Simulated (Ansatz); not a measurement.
# CH, quartet: stretch scan

Starting geometry (PBE0/def2-TZVP stationary point for this spin):

```xyz
2

C     0.0000    0.0000    0.0000
H     0.0000    0.0000    1.0894
```

From there H2 moves along the line of the two atoms named below, all else staying in place; atoms are numbered as listed. Energies are in kcal/mol, counted from the starting geometry at the same level.

Basis cc-pVTZ; Ansatz 0.2.0. Correlated methods freeze the noble-gas cores. R marks a restricted (for open shells ROHF) determinant, U an unrestricted one. Active spaces: valence = (5e, 5o) chosen from the atoms' valence shells.

A value is left out where its run failed or describes another state than the reference as far as symmetry and spin tell, or, spin-broken singlets apart, can't be checked.

Full CI is exact within this basis and frozen core; it isn't the basis-set limit. The frozen core follows each run's orbitals, which can shift R against U totals by a few meV.

```tsv
distance C1-H2 (Å)	full CI	unpaired electrons (full CI)	error UMP2	error RCCSD(T)	error RCCSDT	error UCCSDT	error RCCSDT(Q)	error MRCISD+Q (valence space)
0.869	30.0	3.01	-1.3	-0.1	0.0	0.0	0.0	-0.4
0.993	4.4	3.01	-0.6	0.0	0.0	0.0	0.0	-0.2
1.089	0.0	3.01	0.0	0.0	0.0	0.0	0.0	0.0
1.224	5.2	3.01	1.1	0.1	0.0	0.0	0.0	0.3
1.334	14.1	3.02	2.1	0.1	0.0	0.0	0.0	0.5
1.512	30.5	3.03	4.6	0.2	0.1	0.0	0.0	0.8
1.708	45.8	3.04	6.7	0.2	0.1	0.0	0.0	0.5
2.060	60.1	3.04	4.3	0.1	0.0	0.0	0.0	-0.7
2.437	64.2	3.03	3.0	0.0	0.0	0.0	0.0	-1.2
2.979	65.4	3.03	2.8	0.0	0.0	0.0	0.0	-1.4
3.731	65.6	3.03	2.7	0.0	0.0	0.0	0.0	–
```

Unpaired electrons are Σ n²(2−n)² over natural occupations. Errors are those of relative energies. In total energy the starting point itself misses full CI by: UMP2 11.5, RCCSD(T) 0.3, RCCSDT 0.0, UCCSDT 0.0, RCCSDT(Q) 0.0, MRCISD+Q (valence space) 1.0 kcal/mol.

Spread of the error over the points with a reference, to 3.731 Å (largest less smallest): RCCSDT(Q) 0.0, UCCSDT 0.1, RCCSDT 0.1, RCCSD(T) 0.3, MRCISD+Q (valence space) 2.2 (10 of 11 points), UMP2 8.0 kcal/mol.

Going outwards, the relative energy of UMP2 first misses by more than 1.0 kcal/mol at 1.224 Å.
